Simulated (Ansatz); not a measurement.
System: methyl chloride, CH$_{3}$Cl, charge 0, multiplicity 1. SMILES: CCl
Geometry: optimised at B3LYP-D3(BJ)/def2-TZVP (Ansatz, an electronic-structure program).

Atomisation energy built up term by term with Ansatz (kcal/mol; UHF references for open shells; valence terms freeze the core; atomic spin-orbit terms are left out). CBS marks a two-point X^-3 extrapolation of the correlation energy; Hartree-Fock from the larger set.

```csv
term,basis,kcal/mol
Hartree-Fock,def2-QZVPPD,296.74
CCSD correlation,"CBS(def2-TZVPPD,def2-QZVPPD)",___
(T),"CBS(def2-TZVPPD,def2-QZVPPD)",___
core correlation,cc-pwCVTZ,1.26
scalar relativity (X2C),cc-pVTZ-DK against cc-pVTZ,-0.41
sum: De,,___
```

Complete the blanks.


- CCSD correlation, kcal/mol: 92.69
- (T), kcal/mol: 5.49
- sum: De, kcal/mol: 395.8
